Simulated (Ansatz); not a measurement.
Basis-set extrapolation for `OCC1CC1` (PBE0-D4/def2-TZVP geometry, frozen core, the Gaussian-basis code of Ansatz). Multiplicity 1, RHF reference.

```csv
,def2-TZVPP,def2-QZVPP
HF,-231.042971,-231.053793
MP2 correlation,-0.922186,-0.984134
CCSD(T) correlation,-0.998642,not run
```

Energies in hartree. Use E(X) = E(∞) + A·exp(−7.88·√X) for Hartree–Fock and E(X) = E(∞) + B·X^(−2.97) for correlation, with X = 3 and 4, and add CCSD(T) minus MP2 of the smaller set to the MP2 limit.

Problem. What is the CCSD(T) energy at the basis-set limit?

Solution. HF limit: -231.053793 + (-0.010822) × 0.13774 = -231.05528. MP2 limit: -0.984134 + (-0.061948) × 0.74074 = -1.03002. Higher-order term: -0.998642 − (-0.922186) = -0.07646. Total: -232.16176 hartree, 3.27 eV below CCSD(T)/def2-TZVPP.
